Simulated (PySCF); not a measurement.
## How far each method lies from RCCSDT for NH, triplet

Geometry: that of the NH⁻, doublet, kept fixed.

```csv
atom,x (Å),y (Å),z (Å)
N,0.0000,0.0000,0.0000
H,0.0000,0.0000,1.0366
```

Basis aug-cc-pVDZ; PySCF 2.14.0. Correlated methods freeze the noble-gas cores, which leaves 6 electrons in 31 orbitals. Prefix R: restricted or restricted open-shell reference; prefix U: unrestricted.

Full CI isn't at hand for all of this; RCCSDT serves as the reference. It lacks quadruple excitations. The frozen core follows each run's orbitals, which can shift R against U totals by a few meV.

- UHF ⟨S²⟩: 2.016
- T1 diagnostic (ROHF- or RHF-based CCSD): 0.0207
- largest doubles amplitude (ROHF- or RHF-based CCSD): 0.034
- T1 diagnostic (UCCSD): 0.0120

```
   level  E − E(RCCSDT) (meV)  share of correlation (%)  wall time
     RHF                 3845                      0.00          –
     UHF                 3646                      5.18          –
    RMP2                  641                     83.34          –
    UMP2                  637                     83.42          –
   RCCSD                   82                     97.88          –
   UCCSD                   77                     97.99          –
RCCSD(T)                   12                     99.68      0.6 s
UCCSD(T)                   10                     99.74      0.5 s
  UCCSDT                   -2                    100.05       15 s
```

The correlation energy at RCCSDT, counted from RHF, is -3.845 eV. That run took 14 s on 1 thread of AMD EPYC 7B13, shared host.

Times are those of the correlated step on a shared host, with one SCF added for the restricted CCSD run; they ran on 1 thread of AMD EPYC 7B13.
